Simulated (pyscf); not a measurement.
H₃Si–PH–SiH₃ → H₃Si–SiH₂–PH₂, a concerted two-bond exchange (singlet surface; P–Si, H–Si broken, Si–Si, H–P formed). PySCF, gas phase, ωB97X-D3(BJ)/def2-SVP geometries. Correlated levels are frozen-core, on RHF or UHF. ΔMP2 is the change of the MP2 total energy from the triple- to the quadruple-zeta basis. Energies in kcal/mol from the reactant's lowest minimum found.

Small-basis levels: PySCF, no dispersion term, spherical d functions. 

Q: Quick BP86/6-31G* single points give ΔE‡ = 75.0 kcal/mol and ΔE = +3.2 kcal/mol. What does CCSD(T)/def2-TZVPP + ΔMP2(QZVPP) give, and how far is the quick result from it?

A: CCSD(T)/def2-TZVPP + ΔMP2(QZVPP) gives ΔE‡ = 80.0 kcal/mol and ΔE = +5.3 kcal/mol. BP86/6-31G* lies 5.0 kcal/mol under it in the barrier and 2.1 kcal/mol under it in the reaction energy, so on this step it does not hold to within 3.0 kcal/mol. CCSD(T)/def2-TZVPP + ΔMP2(QZVPP) has limits of its own. The same reactants have a lower exit, to SiH₄ + H₂Si=PH (barrier +53.7 kcal/mol at ωB97M-D3(BJ)/def2-TZVP, against +79.8 kcal/mol here). This is the saddle that the search found; another between the same sides may lie lower. The CCSD(T) − MP2 part came from Ansatz, without density fitting, on the same reference.
